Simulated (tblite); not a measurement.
C5H8 (charge +1 and doublet state).
Numbering: `[CH2:1][CH+:2][CH2:3][CH:4]=[CH2:5]` (hydrogens: H6, H7 on C1; H8 on C2; H9, H10 on C3; H11 on C4; H12, H13 on C5)
Bond orders are those of one Lewis drawing.

Computed with GFN2-xTB (tblite), gas phase: L-BFGS steps from a force-field or distance-geometry start until the largest atomic force falls under 0.01 eV/Å.

Step 69: E = -386.7128 eV
```
atom  x, y, z in Å  |  force x, y, z in eV/Å
C1      1.9194    0.4550    0.4999   -0.030  -0.015   0.012
C2      0.9127   -0.4220    0.3639   -0.023   0.022   0.000
C3      0.0937   -0.5446   -0.8883    0.033  -0.031   0.009
C4     -0.9224    0.4310   -0.3740    0.040   0.007   0.026
C5     -2.0003    0.0534    0.3305   -0.018   0.005  -0.012
H6      2.6219    0.3737    1.3177    0.003  -0.012  -0.015
H7      2.1135    1.2422   -0.2127   -0.002   0.039  -0.019
H8      0.6561   -1.1053    1.1626   -0.009  -0.023  -0.002
H9      0.6079   -0.1936   -1.7790   -0.007   0.010   0.006
H10    -0.3040   -1.5460   -1.0294    0.001  -0.007  -0.013
H11    -0.7444    1.4712   -0.6176   -0.001  -0.019   0.001
H12    -2.8214    0.7352    0.4995   -0.012   0.012  -0.005
H13    -2.1370   -0.9498    0.7093    0.023   0.012   0.012
```

Step 70: E = -386.7131 eV
```
atom  x, y, z in Å  |  force x, y, z in eV/Å
C1      1.9183    0.4540    0.5012   -0.043  -0.012   0.006
C2      0.9117   -0.4230    0.3638   -0.024   0.013  -0.003
C3      0.0933   -0.5442   -0.8892    0.048  -0.033   0.008
C4     -0.9226    0.4317   -0.3758    0.032  -0.002   0.015
C5     -1.9981    0.0548    0.3322   -0.015   0.006  -0.007
H6      2.6195    0.3724    1.3197    0.012  -0.015  -0.006
H7      2.1130    1.2431   -0.2097   -0.007   0.029  -0.014
H8      0.6547   -1.1094    1.1603   -0.003  -0.008  -0.005
H9      0.6095   -0.1921   -1.7781   -0.007   0.011  -0.002
H10    -0.3045   -1.5451   -1.0332    0.003  -0.004  -0.006
H11    -0.7483    1.4704   -0.6260    0.006  -0.002   0.002
H12    -2.8218    0.7335    0.4986   -0.018   0.023  -0.002
H13    -2.1289   -0.9457    0.7185    0.016  -0.006   0.015
```

Task: Estimate the geometry and energy of step 71. (The exact step hangs on the optimiser's Hessian estimate; all steps are aligned on step 70, rigid shifts and turns removed.)

Result: E = -386.7133 eV, largest force 0.044 eV/Å
```
atom  x, y, z in Å  |  force x, y, z in eV/Å
C1      1.9170    0.4534    0.5024   -0.044   0.001  -0.002
C2      0.9111   -0.4241    0.3639   -0.020  -0.004   0.000
C3      0.0938   -0.5445   -0.8894    0.037  -0.023   0.002
C4     -0.9224    0.4318   -0.3766    0.025  -0.006   0.000
C5     -1.9970    0.0564    0.3330   -0.011   0.004   0.003
H6      2.6183    0.3712    1.3203    0.017  -0.017   0.003
H7      2.1110    1.2453   -0.2064   -0.013   0.015  -0.007
H8      0.6551   -1.1143    1.1578    0.002   0.007  -0.007
H9      0.6105   -0.1909   -1.7771   -0.004   0.010  -0.011
H10    -0.3047   -1.5449   -1.0361    0.007  -0.003   0.001
H11    -0.7516    1.4693   -0.6328    0.014   0.009   0.003
H12    -2.8223    0.7337    0.4973   -0.017   0.023  -0.003
H13    -2.1232   -0.9418    0.7260    0.007  -0.017   0.018
```

The energy changes by -0.0002 eV. The first-order estimate −F·Δx gives -0.0004 eV and the mean of the old and new forces, exact on a quadratic surface, -0.0003 eV. The step makes an angle of 78° with the force vector and moves no atom by more than 0.010 Å.

What follows is the cost of the whole relaxation. Hardware: one thread, Intel Xeon 6975P-C (x86_64), no GPU (shared host). Cost: 0.26 s wall.
